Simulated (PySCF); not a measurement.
Geometry:
| atom | x (Å) | y (Å) | z (Å) |
| --- | --- | --- | --- |
| C1 | -0.500 | 1.518 | 0.391 |
| P2 | -0.154 | -0.203 | 0.978 |
| C3 | 1.563 | -0.405 | 0.319 |
| C4 | -1.083 | -1.149 | -0.313 |
| H5 | -0.274 | 1.653 | -0.680 |
| H6 | 0.102 | 2.232 | 0.973 |
| H7 | -1.560 | 1.759 | 0.563 |
| H8 | 1.640 | -0.146 | -0.750 |
| H9 | 1.889 | -1.447 | 0.457 |
| H10 | 2.253 | 0.236 | 0.889 |
| H11 | -0.823 | -0.834 | -1.338 |
| H12 | -0.870 | -2.224 | -0.207 |
| H13 | -2.165 | -1.009 | -0.163 |

Geometry: PBE0-D3(BJ)/def2-SVP; GIAO absolute shieldings from PySCF, gas phase, non-relativistic, averaged over equivalent atoms.

At PBE0/STO-3G (33 basis functions, 1.8 s wall time on 1 thread of an Arm Neoverse V2, shared host):
```json
{"atoms": "C1/C3/C4", "σ (ppm)": "219.4"}
{"atoms": "P2", "σ (ppm)": "582.1"}
{"atoms": "H5/H6/H7/H8/H9/H10/H11/H12/H13", "σ (ppm)": "32.24"}
```

Task: Predict the values at PBE0/def2-SVP on the same geometry.

Result: 
```csv
atoms,σ at PBE0/def2-SVP,change
C1/C3/C4,176.2,-43.2
P2,462.7,-119.4
H5/H6/H7/H8/H9/H10/H11/H12/H13,30.59,-1.65
```

The largest change is at P2 (phosphorus bonded to 3 C). Cost: 105 basis functions, 5.2 s wall time on 1 thread of an Arm Neoverse V2, shared host.
